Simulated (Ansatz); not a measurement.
We consider body-centred tetragonal In, described by LDA in Ansatz (plane waves, PAW).

Numerical settings: plane-wave cutoff 520 eV, 24×24×24 k mesh, Fermi–Dirac smearing 0.05 eV, scalar-relativistic PAW data made under PBE.

Cell (relaxed at this level):

Space group I4/mmm (No. 139); a = b = 3.176 Å, c = 4.875 Å, α = β = γ = 90.00°

```json
[
 {"atom": "In", "site": "2a", "symmetry": "4/mmm", "x": "0.0000", "y": "0.0000", "z": "0.0000"}
]
```
(The calculation used a cell of 1 atom; values per cell refer to that cell.)

### Question
What does this level give for the bulk modulus and pressure derivative B′ of the bulk modulus?

### Answer

* **bulk modulus**: 49.8 GPa
* **pressure derivative B′ of the bulk modulus**: 5.2

The run finds no gap.

Measured, for comparison: bulk modulus 44.7 GPa (copied from a table, unchecked, extrapolated to 0 K and zero-point effects removed; as tabulated in Lejaeghere et al. (2013), arXiv:1204.2733). Computed (rounded) less measured: bulk modulus not scored (unchecked).

Note: the bulk modulus comes from volumes at which shape and atoms were relaxed.

Spin–orbit coupling is not included.

Computed values are for the static lattice.

Ansatz is a quantum-chemistry and plane-wave program.
